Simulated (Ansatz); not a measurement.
**Scan of [SiH3···H···Cl], doublet**

Starting geometry:

```json
{"atom": "Si", "x (Å)": "-1.9193", "y (Å)": "0.0000", "z (Å)": "0.0000"}
{"atom": "H", "x (Å)": "-2.4142", "y (Å)": "1.3997", "z (Å)": "0.0000"}
{"atom": "H", "x (Å)": "-2.4142", "y (Å)": "-0.6999", "z (Å)": "1.2122"}
{"atom": "H", "x (Å)": "-2.4142", "y (Å)": "-0.6999", "z (Å)": "-1.2122"}
{"atom": "H", "x (Å)": "-0.4347", "y (Å)": "0.0000", "z (Å)": "0.0000"}
{"atom": "Cl", "x (Å)": "1.7387", "y (Å)": "0.0000", "z (Å)": "0.0000"}
```

From there H5 is moved from one fragment to the other while all else, the fragments' distance too, stays fixed, so the hump isn't the reaction's barrier; atoms are numbered as listed. Energies are in kJ/mol, counted from the starting geometry at the same level.

Basis cc-pVDZ; Ansatz 0.2.0. Only valence electrons are correlated (noble-gas cores frozen). Prefix R: restricted or restricted open-shell reference; prefix U: unrestricted. Active spaces: valence = (15e, 12o) chosen from the atoms' valence shells.

Runs in a small pair space aren't shown, since their orbitals change along the scan.

Full CI isn't at hand for all of this; UCCSDT(Q) serves as the reference, and is uncertain by about the last step of the cluster series. The frozen core follows each run's orbitals, which can shift R against U totals by a few meV.

```json
{"distance Si1-H5 (Å)": "1.485", "UCCSDT(Q)": "0.0", "error RHF": "0.0", "error UHF": "0.0", "error UMP2": "0.0", "error RCCSDT": "0.0", "error CASSCF (valence space)": "0.0", "error MRCISD (valence space)": "0.0"}
{"distance Si1-H5 (Å)": "1.602", "UCCSDT(Q)": "6.5", "error RHF": "7.8", "error UHF": "6.5", "error UMP2": "1.2", "error RCCSDT": "0.1", "error CASSCF (valence space)": "0.4", "error MRCISD (valence space)": "0.8"}
{"distance Si1-H5 (Å)": "1.837", "UCCSDT(Q)": "35.8", "error RHF": "38.2", "error UHF": "25.7", "error UMP2": "4.6", "error RCCSDT": "0.4", "error CASSCF (valence space)": "4.7", "error MRCISD (valence space)": "1.8"}
{"distance Si1-H5 (Å)": "2.073", "UCCSDT(Q)": "21.3", "error RHF": "41.2", "error UHF": "37.3", "error UMP2": "-1.7", "error RCCSDT": "0.5", "error CASSCF (valence space)": "6.4", "error MRCISD (valence space)": "1.7"}
{"distance Si1-H5 (Å)": "2.308", "UCCSDT(Q)": "-24.5", "error RHF": "22.5", "error UHF": "29.1", "error UMP2": "-9.5", "error RCCSDT": "0.3", "error CASSCF (valence space)": "6.7", "error MRCISD (valence space)": "0.9"}
```

Errors are those of relative energies. In total energy the starting point itself misses UCCSDT(Q) by: RHF 755.5, UHF 744.2, UMP2 137.9, RCCSDT 0.7, CASSCF (valence space) 607.7, MRCISD (valence space) 53.5 kJ/mol.

Spread of the error over the points with a reference, to 2.308 Å (largest less smallest): RCCSDT 0.5, MRCISD (valence space) 1.8, CASSCF (valence space) 6.7, UMP2 14.2, UHF 37.3, RHF 41.2 kJ/mol.
